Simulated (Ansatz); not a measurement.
**The cluster TaTe₂: the relaxed shape and its frontier levels**

Aim: characterise the cluster TaTe₂ as a doublet: its structure, frontier levels and distribution of charge and spin.

Method: UKS PBE0-D4/def2-TZVP; program: Ansatz 0.2.0, Gaussian basis.

Levels to be run: relaxation at PBE-D4/def2-TZVP; a search for the lowest solution at PBE0-D4/def2-SVP; a single point at PBE0-D4/def2-TZVP.

1 further run of the same task is left out (set aside as unsound or not needed). Runs told in other sessions of the task aren't counted.

### 1 Starting geometry

3 atoms, charge 0, spin multiplicity 2.

Atoms are counted from 1 here; the program's logs count them from 0.

Bond lengths: Ta1–Te2 2.869 Å, Ta1–Te3 2.871 Å, Te2–Te3 2.735 Å. Angles: Te2–Ta1–Te3 56.9°, Ta1–Te2–Te3 61.6°, Ta1–Te3–Te2 61.5°.

Coordinates:

```xyz
3
charge 0, multiplicity 2
Ta    1.5397   -0.6640    0.1346
Te   -0.6887    0.2411   -1.4294
Te   -0.8509    0.4229    1.2948
```

Ta, Te take a core potential in the def2 sets. No spin-orbit coupling is included.

The start is a GFN2-xTB geometry.

### 2 Relaxation at PBE-D4/def2-TZVP

in.yaml

```yaml
crystal:
  periodic: [false, false, false]
  atoms:
    - {symbol: Ta, position_ang: [1.539690, -0.664010, 0.134560]}
    - {symbol: Te, position_ang: [-0.688740, 0.241070, -1.429390]}
    - {symbol: Te, position_ang: [-0.850950, 0.422940, 1.294820]}
basis:
  gaussian: {orbitals: def2-TZVP}
magnetization: {spin_polarized: true, initial_magnetization: 1}
hamiltonian: {xc: pbe, dispersion: d4}
scf: {lower_state_search: "off"}
output: {orbitals: {seedname: orbitals}}
relax: {f_tol: 0.02, max_steps: 100}
```

Launch:

```
$ ansatz run in.yaml --threads 4 --pin off --events-out ev --progress --plain --max-ram 3916MiB
```

After this run come: Searching for the lowest solution, PBE0-D4/def2-SVP; Single point, PBE0-D4/def2-TZVP.

Before running them: what should the planned runs give, taken together? Wanted: point group; near neighbours of the metal; HOMO, LUMO at PBE0-D4/def2-TZVP; ⟨S²⟩; charge on the metal; spin on the metal; dipole at PBE-D4/def2-TZVP.

The runs gave:

```
                                         quantity               value
                                      point group                 C2v
                     near neighbours of the metal  Te 2.68, Te 2.68 Å
HOMO, LUMO at PBE0-D4/def2-TZVP (over both spins)     -5.35, -2.91 eV
                                             ⟨S²⟩               1.563
charge on the metal (Mulliken, PBE0-D4/def2-TZVP)             +0.33 e
                     spin on the metal (Mulliken)                1.15
                       dipole at PBE-D4/def2-TZVP              1.60 D
```

The molecule keeps its bonding pattern by the stored test; the atoms moved 0.10 Å (rms). Of 1 unpaired electron, 1.15 sit on the metal by Mulliken's count, more than all: the ligands carry opposite spin. No usable vibrations, so a minimum isn't proven. The alpha HOMO lies nearest to Ta1 84 %; Te2, Te3 about 8 % each and the alpha LUMO to Ta1 41 %; Te2, Te3 about 29 % each (shares on a coarse grid); over both spins the HOMO of beta spin, not drawn, take the frontier's place. Doubts on the single point: spin contamination. Whether this spin is the lowest isn't tested here.
